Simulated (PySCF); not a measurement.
Compound: AlH2(vinyl), C2H5Al.
Geometry (PBE0-D3(BJ)/def2-SVP, Å), atoms numbered from 1 in this order:
```
atom  x, y, z in Å
Al1    0.8344    1.1709   -0.4047
H2     1.9138    1.5712   -1.5034
H3     0.3652    2.2154    0.7021
C4     0.0315   -0.5996   -0.3480
C5    -0.8772   -0.9024    0.5959
H6     0.2811   -1.3964   -1.0631
H7    -1.1911   -0.1719    1.3533
H8    -1.3578   -1.8872    0.6679
```

The calculation used PBE0-D3(BJ)/def2-SVP geometry optimisation, gas phase (PySCF 2.14.0).

(1) Which atoms are bound to Al1, and at what distances?

(2) List the angles at Al1.

(3) What is the shape at Al1?

(4) What are the other bond lengths?

(5) Give some angles away from the centre.

(6) What are the rotational constants (commonest isotopes, rigid rotor)?

Answers

(1) 3 atoms: H2 1.591 Å, H3 1.593 Å, C4 1.945 Å. The nearest atom not counted as bound is H6, at 2.71 Å.

(2) 
```csv
angle,degrees,distance of the outer atoms (Å)
H2–Al1–C4,121.9,3.10
H2–Al1–H3,121.0,2.77
H3–Al1–C4,117.1,3.02
```

(3) Planar: angles 121.9°, 121.0° and 117.1°, sum 360.0°, 0.00 Å off the plane of its three neighbours.

(4) C4–C5 1.345 Å; C4–H6 1.099 Å; C5–H7 1.098 Å; C5–H8 1.098 Å.

(5) Al1–C4–C5 120.3°.

(6) A = 37802, B = 5318, C = 4662 MHz: a near-prolate asymmetric top.

Point group: Cs (every atom within 0.08 Å of its image). Charge 0, singlet. PBE0-D3(BJ)/def2-SVP frequencies: not computed here.

One conformer stands for the species.
